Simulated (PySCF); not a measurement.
**Working out the ionisation energy of P**

P [Ne] 3s2 3p3 (4S) → P+ [Ne] 3s2 3p2 (3P). Computed with PySCF 2.14 in x2c-QZVPPall with one added diffuse shell each of s, p, d, f type (10s7p5d3f1g, 86 functions), with the spin-free X2C one-electron Hamiltonian (Gaussian nucleus). Frozen: 1s2. Energies in hartree (1 hartree = 27.21139 eV):

```json
{"part": "UHF", "P (lower)": "-341.536987", "P+ (upper)": "-341.173436"}
{"part": "MP2 opposite-spin", "P (lower)": "-0.196617", "P+ (upper)": "-0.186792"}
{"part": "MP2 same-spin", "P (lower)": "-0.081364", "P+ (upper)": "-0.068467"}
```

**Question.** What does Hartree-Fock give?

**Answer.** (-341.173436) − (-341.536987) = 0.363551 hartree = 9.893 eV.

**Question.** What do MP2 and SCS-MP2 (6/5 opposite-spin, 1/3 same-spin) give?

**Answer.** The opposite-spin parts differ by 0.267 eV and the same-spin parts by 0.351 eV. MP2: 9.893 + (0.267) + (0.351) = 10.511 eV. SCS-MP2: 9.893 + 1.2 × (0.267) + (0.351)/3 = 10.330 eV.

Measured between the centres of the two terms (NIST): 10.526 eV, so MP2 (valence and next inner shell) is off by -0.015 eV.

What remains against the reference includes basis incompleteness, the frozen core and correlation beyond second order.
